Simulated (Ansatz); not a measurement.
What does this script print? It uses Ansatz's Python interface.

Script `x2c.py`:
```python
"""Scalar relativity in CS(-)."""

import logging
import sys

import ansatz
import numpy as np

logging.basicConfig(stream=sys.stdout, format="%(name)s: %(message)s")
log = logging.getLogger("run")
log.setLevel(logging.INFO)

params = {
    "xc": "pbe0",
    "vdw": "d4",
    "net_charge": -1,
}

geometry_ang = [
    ("C", [0.0, 0.0, 0.0]),
    ("S", [0.0, 0.0, 1.795]),
]
system = ansatz.Crystal.molecule()
for symbol, xyz in geometry_ang:
    system = system.atom(symbol, xyz)

calc = system.calculation()
calc = calc.functional(params["xc"], dispersion=params["vdw"]).charge(params["net_charge"])
calc = calc.spin("collinear", total=1).forces()
# a set contracted for a scalar-relativistic Hamiltonian goes with the relativistic run
sets = {"none": "cc-pVTZ", "scalar": "cc-pVTZ-DK"}
found = {kind: calc.basis(gaussian=basis).pseudopotentials(relativity=kind).run().report for kind, basis in sets.items()}
for kind, each in found.items():
    dipole = 4.803205 * np.linalg.norm(each["charge_distribution"]["dipole_moment_e_ang"])
    log.info(f"{kind:7s} E = {each['free_energy_ev']:.4f} eV  dipole {dipole:.3f} D  largest force component {np.abs(each['forces_ev_ang']).max():.4f} eV/A")
log.info(f"relativity lowers the total energy by {found['none']['free_energy_ev'] - found['scalar']['free_energy_ev']:.3f} eV")
```

Running `python x2c.py` prints:
```text
run: none    E = -11865.2206 eV  dipole 2.100 D  largest force component 3.4680 eV/A
run: scalar  E = -11895.2647 eV  dipole 2.108 D  largest force component 3.4609 eV/A
run: relativity lowers the total energy by 30.044 eV
```

Caveats:
- Total energies depend on the basis set; only differences at equal settings carry meaning.
- The geometry is a force-field or estimated start, not a minimum of this method. The basis set changes with the Hamiltonian (a set recontracted for scalar relativity), and most of the change in the total lies in the cores.
- The run takes the species as open-shell (spin multiplicity 2), which needn't be its ground state.
- An ion's dipole depends on the origin; the program takes it about the centre of nuclear charge.
- The spin state was assumed, and another may lie lower.
- Anions want diffuse functions, which this basis lacks.
- Run time: 2.4 s on 1 thread of Arm Neoverse V2, with other jobs on the host, peak memory 0.18 GiB.
